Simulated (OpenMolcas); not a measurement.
# CF2 (SMILES F[C]F), step by step

Wanted: a single-point energy (UHF/STO-3G), then a single-point energy (CASSCF(2,2)/STO-3G), then a single-point energy (CASPT2(2,2)/STO-3G), then the energy (SC-NEVPT2(2,2)/STO-3G), then the energy (MRCI(2,2)/STO-3G) of CF2. 

The results are computed with OpenMolcas 26.06.

1 further run of the same task is left out (for a known fault of the program).

## (1) The system as given

CF2: 3 atoms, total charge 0, spin state singlet. As SMILES, `F[C]F`. The coordinates come from a GFN2-xTB relaxation.

Bond lengths: F1–C2 1.320 Å, C2–F3 1.320 Å. Angles: F1–C2–F3 118.3°.

## (2) A single-point energy at UHF/STO-3G (run 1)

Contents of coord.xyz:

```xyz
3

F      0.396940     1.032800     0.332770
C      0.326820    -0.272180     0.149730
F     -0.723760    -0.760620    -0.482500
```

Contents of step1.inp:

```
* CF2 Hartree-Fock

&GATEWAY
  BasLib=$CurrDir
  Coord=coord.xyz
  Basis=STO-3G
  Group=NoSym

&SEWARD

&SCF
  UHF
  Scramble=0.25
  PrOrbitals=1 1
```

The basis set STO-3G is read from a file made from the Basis Set Exchange's data (not shown).

Launch:

```console
$ export MOLCAS_MEM=1860
$ pymolcas step1.inp > step1.log
```

What it wrote:

```text
--- Start Module: gateway ---
[...]
--- Stop Module: gateway /rc=_RC_ALL_IS_WELL_ ---
--- Start Module: seward ---
[...]
      Basis functions           15
--- Stop Module: seward /rc=_RC_ALL_IS_WELL_ ---
--- Start Module: scf ---
[...]
       Convergence after  35 Iterations
[...]
::    Total SCF energy                               -233.3864710376
[...]
      Total spin, S                                     0.2989601816
[...]
      Total electronic charge=   24.000000
      Total            charge=   -0.000000
[...]
      Dipole Moment (debye):
      Origin of the operator (angstrom)=   -0.0457    0.0381   -0.0210
                   X= -4.7816E-01               Y=  3.9931E-01               Z= -2.1897E-01           Total=  6.6033E-01
      Quadrupole Moment (debye*angstrom):
[...]
--- Stop Module: scf /rc=_RC_ALL_IS_WELL_ ---
[...]
```

It took 1.8 s on 1 thread of Arm Neoverse V2, shared host; peak memory 0.37 GiB.

## (3) A single-point energy at CASSCF(2,2)/STO-3G (run 2)

coord.xyz is that of step 2.

Contents of step2.inp:

```
&gateway
 baslib=$CurrDir
 coord=coord.xyz
 basis=STO-3G
 group=NoSym

&seward

&rasscf
 fileorb=$CurrDir/step1.UnaOrb
 spin=1
 nactel=2 0 0
 inactive=11
 ras2=2
 orblisting=Nothing
 orbappear=Compact
```

The basis set STO-3G is read from a file made from the Basis Set Exchange's data (not shown).

Launch:

```console
$ export MOLCAS_MEM=1860
$ pymolcas step2.inp > step2.log
```

What it wrote:

```text
--- Start Module: gateway ---
[...]
--- Stop Module: gateway /rc=_RC_ALL_IS_WELL_ ---
--- Start Module: seward ---
[...]
      Basis functions           15
--- Stop Module: seward /rc=_RC_ALL_IS_WELL_ ---
--- Start Module: rasscf ---
[...]
      Number of active orbitals                  2
[...]
      Spin quantum number                      0.0
[...]
      Active orbitals                            2
[...]
      Number of CSFs                             3
[...]
      Number of root(s) required                 1
[...]
      Convergence after 11 iterations
[...]
      printout of CI-coefficients larger than  0.05 for root  1
      energy=    -233.395217
      conf/sym  11     Coeff  Weight
             1  20   0.98636 0.97290
             3  02  -0.16461 0.02710
      Natural orbitals and occupation numbers for root  1
      sym 1:   1.945805   0.054195
      ************************************************************************************************************************
      *                                                    Final results                                                     *
[...]
::    RASSCF root number  1 Total energy:   -233.39521670
[...]
      Total electronic charge=   24.000000
      Total            charge=   -0.000000
[...]
      Dipole Moment (debye):
      Origin of the operator (angstrom)=   -0.0457    0.0381   -0.0210
                   X= -6.4426E-01               Y=  5.3774E-01               Z= -2.9503E-01           Total=  8.8953E-01
      Quadrupole Moment (debye*angstrom):
[...]
--- Stop Module: rasscf /rc=_RC_ALL_IS_WELL_ ---
[...]
```

Run time: 1.4 s. Hardware: 1 thread of Arm Neoverse V2, shared host; peak memory 0.37 GiB.

## (4) A single-point energy at CASPT2(2,2)/STO-3G (run 3)

coord.xyz is that of step 3.

Contents of step3.inp:

```
>>> EXPORT MOLCAS_PRINT=2

&GATEWAY
  BasLib = $CurrDir
  Coord = coord.xyz
  Basis = STO-3G
  Group = NoSym

&SEWARD

&RASSCF
  FileOrb = $CurrDir/step2.RasOrb
  Spin = 1
  Nactel = 2 0 0
  Inactive = 11
  Ras2 = 2
  OrbListing = Nothing
  OrbAppear = Compact

&CASPT2
  Imaginary = 0.1
  Frozen = 3
```

The basis set STO-3G is read from a file made from the Basis Set Exchange's data (not shown).

Launch:

```console
$ export MOLCAS_MEM=1860
$ pymolcas step3.inp > step3.log
```

What it wrote:

```text
--- Start Module: gateway ---
[...]
--- Stop Module: gateway /rc=_RC_ALL_IS_WELL_ ---
[...]
      Basis functions           15
[...]
--- Start Module: rasscf ---
[...]
      Number of active orbitals                  2
[...]
      Spin quantum number                      0.0
[...]
      Active orbitals                            2
[...]
      Number of CSFs                             3
[...]
      Number of root(s) required                 1
[...]
      Convergence after  4 iterations
[...]
      printout of CI-coefficients larger than  0.05 for root  1
      energy=    -233.395217
      conf/sym  11     Coeff  Weight
             1  20   0.98636 0.97290
             3  02  -0.16461 0.02710
      Natural orbitals and occupation numbers for root  1
      sym 1:   1.945807   0.054193
      ************************************************************************************************************************
      *                                                    Final results                                                     *
[...]
::    RASSCF root number  1 Total energy:   -233.39521670
[...]
      Total electronic charge=   24.000000
      Total            charge=   -0.000000
[...]
      Dipole Moment (debye):
      Origin of the operator (angstrom)=   -0.0457    0.0381   -0.0210
                   X= -6.4425E-01               Y=  5.3773E-01               Z= -2.9502E-01           Total=  8.8952E-01
      Quadrupole Moment (debye*angstrom):
[...]
--- Stop Module: rasscf /rc=_RC_ALL_IS_WELL_ ---
--- Start Module: caspt2 ---
[...]
 ###    WARNING: User changed nr of frozen orbitals.                         ###
 ###############################################################################
[...]
      E2 (Variational):          -0.0836869363
      Total energy:            -233.4789036347
[...]
      Reference weight:           0.96423
[...]
::    CASPT2 Root  1     Total energy:   -233.47890363
[...]
--- Stop Module: caspt2 /rc=_RC_ALL_IS_WELL_ ---
[...]
```

It took 1.3 s on 1 thread of Arm Neoverse V2, shared host; peak memory 0.37 GiB.

## (5) A single-point energy at SC-NEVPT2(2,2)/STO-3G (run 4)

coord.xyz is that of step 4.

Contents of step4.inp:

```
* CF2 NEVPT2

&GATEWAY
  BasLib=$CurrDir
  Coord=coord.xyz
  Basis=STO-3G
  Group=NoSym

&SEWARD

&RASSCF
  FileOrb=$CurrDir/step2.RasOrb
  Spin=1
  Nactel=2 0 0
  Inactive=11
  Ras2=2
  OrbListing=Nothing
  OrbAppear=Compact

&CASPT2
  SC-NEVPT2
  Frozen=3
```

The basis set STO-3G is read from a file made from the Basis Set Exchange's data (not shown).

Launch:

```console
$ export MOLCAS_MEM=1860
$ pymolcas step4.inp > step4.log
```

What it wrote:

```text
--- Start Module: gateway ---
[...]
--- Stop Module: gateway /rc=_RC_ALL_IS_WELL_ ---
[...]
      Basis functions           15
[...]
--- Start Module: rasscf ---
[...]
      Number of active orbitals                  2
[...]
      Spin quantum number                      0.0
[...]
      Active orbitals                            2
[...]
      Number of CSFs                             3
[...]
      Number of root(s) required                 1
[...]
      Convergence after  4 iterations
[...]
      printout of CI-coefficients larger than  0.05 for root  1
      energy=    -233.395217
      conf/sym  11     Coeff  Weight
             1  20   0.98636 0.97290
             3  02  -0.16461 0.02710
      Natural orbitals and occupation numbers for root  1
      sym 1:   1.945807   0.054193
      ************************************************************************************************************************
      *                                                    Final results                                                     *
[...]
::    RASSCF root number  1 Total energy:   -233.39521670
[...]
      Total electronic charge=   24.000000
      Total            charge=   -0.000000
[...]
      Dipole Moment (debye):
      Origin of the operator (angstrom)=   -0.0457    0.0381   -0.0210
                   X= -6.4425E-01               Y=  5.3773E-01               Z= -2.9502E-01           Total=  8.8952E-01
      Quadrupole Moment (debye*angstrom):
[...]
--- Stop Module: rasscf /rc=_RC_ALL_IS_WELL_ ---
--- Start Module: caspt2 ---
[...]
 ###    WARNING: User changed nr of frozen orbitals.                         ###
 ###############################################################################
[...]
      E2 (Variational):          -0.0795277759
[...]
      E2 (Variational):          -0.0795208462
      Total energy:            -233.4747375446
[...]
      Reference weight:           0.96755
[...]
::    SC-NEVPT2 Root  1     Total energy:   -233.47473754
[...]
--- Stop Module: caspt2 /rc=_RC_ALL_IS_WELL_ ---
[...]
```

Wall time 1.3 s (1 thread of Arm Neoverse V2, shared host); peak memory 0.37 GiB.

## (6) The energy at MRCI(2,2)/STO-3G (run 5)

coord.xyz is that of step 5.

Contents of step5.input:

```
&GATEWAY
BASLIB = $CurrDir
COORD = coord.xyz
BASIS = STO-3G
GROUP = NoSym
&SEWARD
&RASSCF
FILEORB = $CurrDir/step2.RasOrb
SPIN = 1
NACTEL = 2 0 0
INACTIVE = 11
RAS2 = 2
ORBLISTING = Nothing
ORBAPPEAR = Compact
&MOTRA
LUMORB
FROZEN = 3
&GUGA
ELECTRONS = 18
SPIN = 1
INACTIVE = 8
ACTIVE = 2
CIALL = 1
&MRCI
SDCI
```

The basis set STO-3G is read from a file made from the Basis Set Exchange's data (not shown).

Launch:

```console
$ export MOLCAS_MEM=1860
$ pymolcas step5.input > step5.log
```

What it wrote:

```text
--- Start Module: gateway ---
[...]
--- Stop Module: gateway /rc=_RC_ALL_IS_WELL_ ---
[...]
      Basis functions           15
[...]
      Number of active orbitals                  2
[...]
      Spin quantum number                      0.0
[...]
      Active orbitals                            2
[...]
      Number of CSFs                             3
[...]
      Number of root(s) required                 1
[...]
      Convergence after  4 iterations
[...]
      printout of CI-coefficients larger than  0.05 for root  1
      energy=    -233.395217
      conf/sym  11     Coeff  Weight
             1  20   0.98636 0.97290
             3  02  -0.16461 0.02710
      Natural orbitals and occupation numbers for root  1
      sym 1:   1.945807   0.054193
      ************************************************************************************************************************
      *                                                    Final results                                                     *
[...]
::    RASSCF root number  1 Total energy:   -233.39521670
[...]
      Dipole Moment (debye):
      Origin of the operator (angstrom)=   -0.0457    0.0381   -0.0210
                   X= -6.4425E-01               Y=  5.3773E-01               Z= -2.9502E-01           Total=  8.8952E-01
      Quadrupole Moment (debye*angstrom):
[...]
      *** WARNING: Default frozen orbitals is overwritten by user input.
      *** Default values:   3
[...]
--- Start Module: guga ---
[...]
--- Stop Module: guga /rc=_RC_ALL_IS_WELL_ ---
--- Start Module: mrci ---
[...]
       (But an ACPF correction will be computed)
       USE THE DEFAULT ACPF G-VALUE GFAC=  0.11111111111111110
[...]
                      CI ENERGY:  -233.49391149
[...]
                ACPF CORRECTION:    -0.00597459
[...]
      Total electronic charge=   24.000000
      Total            charge=   -0.000000
[...]
     ACPF CORRECTION:     -0.00597459
[...]
  CI State   1     Total energy:   -233.49391149     QDav:     -0.00677266     QACPF:     -0.00597459
[...]
--- Stop Module: mrci /rc=_RC_ALL_IS_WELL_ ---
[...]
```

It took 1.5 s on 1 thread of Arm Neoverse V2, shared host; peak memory 0.37 GiB.

## (7) Summary of results

```
                                                    quantity          value
                             run 1, UHF/STO-3G: total energy  -233.38647 Eh
                            run 1, UHF/STO-3G: dipole moment         0.66 D
                              run 1, UHF/STO-3G: HOMO energy       -8.74 eV
                              run 1, UHF/STO-3G: LUMO energy        7.26 eV
                            run 1, UHF/STO-3G: HOMO–LUMO gap       16.00 eV
                                     run 1, UHF/STO-3G: ⟨S²⟩          0.388
                     run 2, CASSCF(2,2)/STO-3G: total energy  -233.39522 Eh
   run 2, CASSCF(2,2)/STO-3G: dipole moment (CASSCF density)         0.89 D
                     run 3, CASPT2(2,2)/STO-3G: total energy  -233.47890 Eh
   run 3, CASPT2(2,2)/STO-3G: dipole moment (CASSCF density)         0.89 D
                  run 4, SC-NEVPT2(2,2)/STO-3G: total energy  -233.47474 Eh
run 4, SC-NEVPT2(2,2)/STO-3G: dipole moment (CASSCF density)         0.89 D
                       run 5, MRCI(2,2)/STO-3G: total energy  -233.49391 Eh
     run 5, MRCI(2,2)/STO-3G: dipole moment (CASSCF density)         0.89 D
```

**Reading.** ⟨S²⟩ (run 1, UHF/STO-3G) is 0.39 where a pure singlet has 0.00: the reference is spin-contaminated. Mulliken charges (run 2, CASSCF(2,2)/STO-3G) run from -0.13 on F3 to +0.27 on C2. Mulliken charges (run 3, CASPT2(2,2)/STO-3G) of the CASSCF density run from -0.13 on F3 to +0.27 on C2; they depend strongly on the basis. Mulliken charges (run 4, SC-NEVPT2(2,2)/STO-3G) of the CASSCF density run from -0.13 on F3 to +0.27 on C2.
